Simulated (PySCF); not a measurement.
CF2O: core ionisation energies

Compound: carbonyl fluoride, CF2O.
SMILES with atom numbers: `[O:1]=[C:2]([F:3])[F:4]`

Geometry (GFN2-xTB, Å), atoms numbered from 1 in this order:
```
atom  x, y, z in Å
O1    -0.3177    1.1211    0.8046
C2    -0.0240    0.0934    0.3569
F3     1.0143   -0.6435    0.6921
F4    -0.6624   -0.5663   -0.5869
```

Method used: delta-SCF UKS SCAN, pcX-2 on the ionised atom, pcseg-1 elsewhere, spin-free X2C (PySCF 2.14.0). Vertical ΔSCF values, vacuum level as zero.

Question: Give the core binding energies atom by atom.

Answer: 
```tsv
atom(s)	environment	level	binding energy (eV)	count
O1	carbonyl oxygen	O 1s	540.61	1
C2	carbonyl carbon	C 1s	299.48	1
F3/F4	acyl fluorine	F 1s	695.43	2
```

Question: Which effective nuclear charge Zeff reproduces each element's mean 1s value in the hydrogen-like formula E = 13.606 eV × Zeff²?

Answer: C (Z = 6): mean 299.5 eV, Zeff = 4.69, Z − Zeff = 1.31; O (Z = 8): mean 540.6 eV, Zeff = 6.30, Z − Zeff = 1.70; F (Z = 9): mean 695.4 eV, Zeff = 7.15, Z − Zeff = 1.85. Means run over the listed sites, weighted by atom count.

Question: Which photon energy gives electrons from O 1s of O1 a kinetic energy of 150 eV, and what is their de Broglie wavelength?

Answer: hν = 540.61 + 150 = 690.61 eV, recoil neglected; λ = 12.264 Å/√(E/eV) = 1.00 Å.

Atoms equivalent by their bonding share one computed value, that of the first of them. Isolated species at its GFN2-xTB geometry, gas phase.
